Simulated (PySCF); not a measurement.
Species: C5H8O.
SMILES: `C(/C=C)=C\OC`

Torsions of this conformer, `[CH2:1]=[CH:2]/[CH:3]=[CH:4]/[O:5][CH3:6]`: C1–C2–C3–C4 180°, C3–C4–O5–C6 0°.

The closed-shell ground state was solved at several levels (PySCF, density fitting, gas phase, non-relativistic). Geometry: PBE0-D3(BJ)/def2-SVP, one conformer, isolated molecule.

```tsv
level	basis functions	total energy (Eh)	HOMO (eV)	LUMO (eV)	gap (eV)	dipole (D)
CAM-B3LYP/def2-SVPD	187	-270.1913	-7.29	0.73	8.02	1.19
PBE0/pcSseg-1	142	-270.1633	-6.02	-0.29	5.73	1.32
wB97X-D/pcSseg-2	328	-270.5265	-7.77	1.37	9.14	1.24
```

(1) Estimate the row for B3LYP/pcJ-1, a basis of 242 functions; the other rows only guide the guess.

(2) Over all these levels, which gives the widest orbital gap and which the narrowest?

(3) How far do the dipole and the HOMO energy spread over the levels?

## Answers

(1) Total energy -270.5363 Eh, HOMO -5.80 eV, LUMO -0.48 eV, gap 5.32 eV, dipole 1.30 D.

(2) wB97X-D/pcSseg-2 (range-separated hybrid) has the widest, 9.14 eV, and B3LYP/pcJ-1 (global hybrid, 20 % exact exchange) the narrowest, 5.32 eV. Functional and basis both differ between the two, so the spread mixes both effects.

(3) The dipole runs from 1.19 to 1.32 D (mean 1.26 D) and the HOMO from -7.77 to -5.80 eV.

Note: wB97X-D ran without an empirical dispersion term, which enters the total energy and its gradient alone.
